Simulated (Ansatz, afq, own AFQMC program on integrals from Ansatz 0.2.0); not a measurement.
Integrals from Ansatz 0.2.0, then the random walk in our own AFQMC program (afq).

```yaml
crystal:
  periodic: [false, false, false]
  atoms:
    - {symbol: N, position_ang: [0.000000, 0.000000, 0.000000]}
    - {symbol: C, position_ang: [0.000000, 0.000000, 1.438000]}
basis:
  gaussian: {orbitals: 6-31G}
magnetization: {spin_polarized: false, initial_magnetization: 1}
correlation: {method: ccsd_t, electrons: outside_noble_gas, hamiltonian_folder: ham}
```

```sh
$ ansatz run in.yaml --threads 1 --pin off --events-out ev --progress --plain --max-ram 16896MiB --backend cuda --devices 0, --max-vram 18GiB
```

Options of the walk:

```
--method free --trial cisd --walkers 4000 --time-step 0.03 --max-blocks 4000 --target-error 0.00036 --factor-cut 1e-05 --seed 9530 --times 0,0.3,0.6,1.2,1.8,2.4,3.6,4.8,6 --taylor-order 8
```

Times are imaginary, in 1/Eh. The walk had a cap of 61 s.

afq prints:

```
orbitals 16  electrons 5 4  factors 95 of 259
reference energy -92.03330937 Eh
CCSD correlation -0.25922814 Eh in 16 cycles, weight of the determinant in the CISD state 0.8137
repeat  energy at the last time / Eh  error
    10  -92.316479  0.000983
    20  -92.316144  0.000884
    30  -92.315705  0.000679
    40  -92.315547  0.000562
    50  -92.315979  0.000505
    60  -92.315910  0.000475
    70  -92.315834  0.000425
    80  -92.315569  0.000391
    90  -92.315524  0.000357
time / (1/Eh)  energy / Eh  error  mean overlap
  0.00  -92.292725  0.000086  1.2294
  0.30  -92.303165  0.000089  1.2322
  0.60  -92.307646  0.000092  1.2377
  1.20  -92.311719  0.000106  1.2512
  1.80  -92.313232  0.000130  1.2673
  2.40  -92.314240  0.000138  1.2823
  3.60  -92.313145  0.001285  1.3164
  4.80  -92.314914  0.000283  1.3525
  6.00  -92.315564  0.000356  1.3846
energy -92.315564 +/- 0.000356 Eh
```

The run failed at least one of its tests; the cautions name the faults.

Against this walk (error 9.7 meV) on the same determinant: CCSD(T) 118.0 meV higher, full CI 1.4 meV higher (within the noise). The error is statistical, and a free projection of finite length keeps a remainder of its start. The last points scatter (meV from the last: 63 ± 4 at 1.80, 36 ± 4 at 2.40, 66 ± 35 at 3.60, 18 ± 8 at 4.80, 0 ± 10 at 6.00); the last is the one printed as the energy, and the gaps above move with that scatter.

Cautions: remainder of the start not in the error; start not forgotten; phase noise grows fast; a spin-contaminated unrestricted determinant lies lower (UHF 2.32 eV lower, ⟨S²⟩ 2.14); the search met a lower determinant of the same kind, perhaps of another symmetry (1.25 eV lower), and this one is a saddle point; strong correlation (T1 0.050, weight of the determinant 0.81, largest double 0.16); (T) is large, 7 % of the CCSD correlation; CCSD(T) is in doubt: in a space of 9 electrons in 8 natural orbitals full CI lies 146 meV below it.

The walk took 59 s on 1 × NVIDIA H100 80GB HBM3 with 2 threads of AMD EPYC 7R13 Processor (Zen 3), with other jobs on the host (the card was shared). The log's last line is the free-projection energy.

A walk keeps the symmetry of its determinant, which the program's search chose and which needn't be the lowest solution, so a lower state of the same spin and another symmetry isn't excluded.
